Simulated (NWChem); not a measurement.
tetrafluoromethane (CF$_{4}$)

```xyz
5

F      1.0742     0.0000    -0.7596
C      0.0000     0.0000     0.0000
F     -1.0742     0.0000    -0.7596
F      0.0000    -1.0742     0.7596
F      0.0000     1.0742     0.7596
```
Charge 0, spin multiplicity 1.

The numbers come from NWChem runs, not from measurements. The geometry was optimised at PBE0/def2-SVP, a minimum by its harmonic frequencies.

The correlated methods keep 5 core orbitals frozen.

Worked example. A B2PLYP run in 3-21G ends its self-consistent part (53 % exact exchange, 47 % B88, 73 % LYP) at -434.51538 Ha, and second-order perturbation theory on those orbitals gives -0.67465 Ha unscaled.

The perturbative term enters with the weight 0.27: -434.51538 + 0.27·(-0.67465) = -434.69754 Ha is the total energy.
